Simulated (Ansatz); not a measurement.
Write a Python script for the Python package of Ansatz (0.2.0) that makes an active-space calculation of BH4O (charge -1), SMILES [BH3-]O. Settings: SC-NEVPT2, 6-31G* basis, multiplicity 1.

```tsv
atom	x (Å)	y (Å)	z (Å)
B	-0.3682	0.0013	-0.0155
O	0.9809	-0.4455	-0.4005
H	-0.4886	1.1676	-0.2345
H	-1.1771	-0.5984	-0.6517
H	-0.5515	-0.2102	1.1440
H	1.6045	0.0851	0.1583
```

The script, `cas_bh4o.py`:
```python
import ansatz as az

params = {
    "basis_set": "6-31G*",
    "net_charge": -1,
}

geometry_ang = [
    ("B", (-0.3682, 0.0013, -0.0155)),
    ("O", (0.9809, -0.4455, -0.4005)),
    ("H", (-0.4886, 1.1676, -0.2345)),
    ("H", (-1.1771, -0.5984, -0.6517)),
    ("H", (-0.5515, -0.2102, 1.144)),
    ("H", (1.6045, 0.0851, 0.1583)),
]
mol = az.Crystal.molecule()
for symbol, xyz in geometry_ang:
    mol = mol.atom(symbol, xyz)

job = mol.calculation()
job = job.basis(gaussian=params["basis_set"])
job = job.charge(params["net_charge"])
job = job.correlation(active_electrons=2, active_orbitals=2)
for method in ["sc_nevpt2"]:
    r = (job if method is None else job.correlation(method)).run(threads=1).report
    space = r["configurations"]
    state = space["states"][0]
    print(method or "casscf", f"total {r['free_energy_ev'] / 27.211386246:.6f} Ha, active-space state {state['energy']['hartree']:.6f} Ha, mean field {r['reference_energy_ev'] / 27.211386246:.6f} Ha")
    print("  determinants", state["n_determinants"], " natural occupations", [round(n, 3) for n in space["natural_occupations"]])
```

```console
$ python cas_bh4o.py
sc_nevpt2 total -102.131803 Ha, active-space state -101.875605 Ha, mean field -101.852176 Ha
  determinants 4  natural occupations [1.974, 0.026]
```

Reading the output:
- Total energies depend on the basis set; only differences at equal settings carry meaning.
- The geometry is a force-field or estimated start, not a minimum of this method, and the basis set is short of its limit. The active space starts as a window about the frontier orbitals and is then optimised, not chosen by chemistry.
- Anions want diffuse functions, which this basis lacks.
- Run time: 0.8 s on 1 thread of Arm Neoverse V1, on a shared host, peak memory 0.13 GiB.
